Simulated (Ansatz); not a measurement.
1T (CdI2-type) TiSe₂, treated with PBE-D4 in Ansatz (PAW).

Rigid layers of the crystal as relaxed at this level are moved apart or together:

| run | k mesh | layer repeat (Å) | energy against free layers (meV/Å²) | gap on the mesh (eV) |
|---|---|---|---|---|
| 1 | 12×12×6 | 5.71 | -23.76 | 0.000 |
| 2 | 12×12×6 | 5.86 | -25.69 | 0.000 |
| 3 | 12×12×6 | 6.01 | -25.81 | 0.000 |
| 4 | 12×12×6 | 6.21 | -24.55 | 0.000 |
| 5 | 12×12×6 | 6.51 | -21.43 | 0.000 |
| 6 | 12×12×6 | 7.01 | -15.41 | 0.000 |
| 7 | 12×12×4 | 8.01 | -7.02 | 0.000 |
| 8 | 12×12×4 | 10.01 | -1.71 | 0.000 |

The lowest energy of these points lies at a layer repeat of 6.01 Å.

Spin–orbit coupling is not included.

Ansatz is a quantum-chemistry and plane-wave program.
